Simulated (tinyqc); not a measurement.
Geometry optimisation on the RHF/sto-3g surface (energies and gradients from PySCF), for CH2, spin multiplicity 1, step by step. One step of it, computed by the program tinyqc.

Question. Step 2: move. Quasi-Newton step p = -H^(-1) g (the inverse Hessian comes from BFGS updates; coordinates in the order x, y, z of each atom); steps longer than 0.1 bohr are cut back (factor 0.211 here).

positions after step 1 (bohr), order 1C, 2H, 3H:
```
[[-0.002952, -0.063900, -0.097550],
 [0.010107, 1.831208, 0.922298],
 [0.096780, -1.880692, 1.061198]]
```

gradient (hartree/bohr), order 1C, 2H, 3H:
```
[[0.00170989, 0.00295723, 0.03374741],
 [-0.00173185, 0.03492469, -0.01874774],
 [0.00002197, -0.03788191, -0.01499967]]
```

inverse Hessian in use (bohr^2/hartree):
```
[[1.669985, 0.014457, 0.069039, -0.003619, 0.068815, -0.040879, 0.000301, -0.083272, -0.028160],
 [0.014457, 1.534124, 0.221205, -0.009971, 0.276490, -0.077239, -0.004486, -0.143948, -0.143966],
 [0.069039, 0.221205, 3.070698, -0.072945, 1.422273, -0.809479, 0.003906, -1.643478, -0.594552],
 [-0.003619, -0.009971, -0.072945, 1.670443, -0.074369, 0.041598, -0.000157, 0.084340, 0.031346],
 [0.068815, 0.276490, 1.422273, -0.074369, 3.091008, -0.835744, 0.005554, -1.700832, -0.586529],
 [-0.040879, -0.077239, -0.809479, 0.041598, -0.835744, 2.118252, -0.000719, 0.912983, 0.357894],
 [0.000301, -0.004486, 0.003906, -0.000157, 0.005554, -0.000719, 1.666522, -0.001068, -0.003187],
 [-0.083272, -0.143948, -1.643478, 0.084340, -1.700832, 0.912983, -0.001068, 3.511446, 0.730495],
 [-0.028160, -0.143966, -0.594552, 0.031346, -0.586529, 0.357894, -0.003187, 0.730495, 1.903325]]
```

Give: positions after step 2.

Answer.

positions after step 2 (bohr), order 1C, 2H, 3H:
```
[[-0.005, -0.070, -0.148],
 [0.013, 1.779, 0.951],
 [0.097, -1.822, 1.083]]
```
